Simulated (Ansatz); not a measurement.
Ansatz (a program for electronic structure) input (CCSD(T)/STO-3G):

Ansatz 0.2 input:
```yaml
crystal:
  periodic: [false, false, false]
  atoms:
    - {symbol: C, position_ang: [-0.08418987, 1.42741835, -0.51191986]}
    - {symbol: S, position_ang: [0.17718637, -0.00065284, 0.57178962]}
    - {symbol: C, position_ang: [-0.09971911, -1.42697406, -0.51036667]}
    - {symbol: H, position_ang: [-0.09015291, 2.31038628, 0.12496582]}
    - {symbol: H, position_ang: [0.77169739, 1.46446615, -1.18355940]}
    - {symbol: H, position_ang: [-1.01598597, 1.32490158, -1.06155473]}
    - {symbol: H, position_ang: [-0.11528527, -2.30913124, 0.12747948]}
    - {symbol: H, position_ang: [-1.03034786, -1.31492304, -1.06011830]}
    - {symbol: H, position_ang: [0.75571041, -1.47406314, -1.18196043]}
    - {symbol: H, position_ang: [-1.00716386, 0.00614320, 1.21983281]}
basis:
  gaussian:
    orbitals: STO-3G
total_charge: 1
magnetization: {spin_polarized: false}
correlation: {method: ccsd_t, electrons: outside_noble_gas}
```

Output:

```
Functional definition: HF
integrals: 0.00 GiB planned
336 factors; integrals over basis functions are off by at most 2.0e-5 eV
mean field: 0.06 GiB planned
mean field evaluation 1: about -12839.8605 eV, gradient 9.3e0 eV
mean field evaluation 2: about -12839.9788 eV, gradient 9.2e0 eV
mean field evaluation 4: about -12840.3644 eV, gradient 1.8e-1 eV
mean field evaluation 8: about -12840.3646 eV, gradient 1.3e-4 eV
mean field -12840.36455637 eV, -471.8746939350 hartree, gradient 9.7e-7 eV, S^2 0.000000; 0 other end points of the search recorded, 0 dependent functions left out
7 core orbitals not correlated
reference -12840.36455637 eV, -471.8746939350 hartree; 10, 10 occupied and 9, 9 virtual orbitals, 336 factors
second order -3.83142867 eV of doubles, -0.00000000 eV of singles
coupled cluster: 0.05 GiB planned
cycle   1  -4.72242620 eV  change   -8.9e-1 eV  update   7.0e-2
cycle   2  -5.15753420 eV  change   -4.4e-1 eV  update   2.7e-2
cycle   3  -5.18079298 eV  change   -2.3e-2 eV  update   4.8e-3
cycle   4  -5.18300389 eV  change   -2.2e-3 eV  update   1.3e-3
cycle   5  -5.18265810 eV  change    3.5e-4 eV  update   3.3e-4
cycle   6  -5.18252898 eV  change    1.3e-4 eV  update   7.7e-5
cycle   7  -5.18251602 eV  change    1.3e-5 eV  update   2.4e-5
perturbative correction -0.02857060 eV, -0.0010499502 hartree
Total energy: -12845.57564300 eV, -472.0661978362 hartree
```

It need not be the lowest isomer of its formula.
